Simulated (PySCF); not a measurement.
# C5H7F: the cost of one run

Computed with PySCF 2.14.0, with density-fitted response routines of our own, on a single molecule in the gas phase. Atoms are numbered from 0 throughout.

## 1. Starting geometry

13 atoms, charge 0, multiplicity 1; geometry from: GFN2-xTB. The atoms were then displaced at random by about 0.01 Å, so the start is not that level's minimum.

Bonds of the start (Å): F0–C1 1.31, C1–C2 1.30, C2–C3 1.52, C3–C4 1.58, C4–C5 1.54, C5–C1 1.49, C2–H6 1.09, C3–H7 1.08, C3–H8 1.09, C4–H9 1.07, C4–H10 1.11, C5–H11 1.08, C5–H12 1.11.

## 2. Optimising the geometry at PBE0-D3(BJ)/def2-SVP

Job settings and geometry (Å):

```
{"job": {"xc": "PBE0", "basis": "def2-SVP", "d3": "d3bj", "grid": 1, "shake": 0.01, "kind": "geom"}, "charge": 0, "multiplicity": 1}
F     -1.405400     2.189030    -0.242030
C     -0.624840     1.141410    -0.126230
C      0.656840     1.171970     0.116020
C      1.262390    -0.216790     0.157840
C     -0.026400    -1.126720     0.151390
C     -1.189560    -0.222750    -0.306060
H      1.295420     2.046110     0.263680
H      1.867160    -0.393650    -0.724320
H      1.849770    -0.380410     1.060530
H      0.099580    -1.992850    -0.468980
H     -0.225460    -1.478150     1.182980
H     -1.431480    -0.392490    -1.348040
H     -2.122200    -0.361610     0.272880
```

Command:

```sh
> OMP_NUM_THREADS=1 python probes_run.py task.json out
```

The driver reads the jobs from task.json and runs them one after another.

Q: Estimate the wall time and peak memory of this first job on 1 thread of Arm Neoverse N1, shared host.

About 34 s, with a peak of 0.5 GiB.
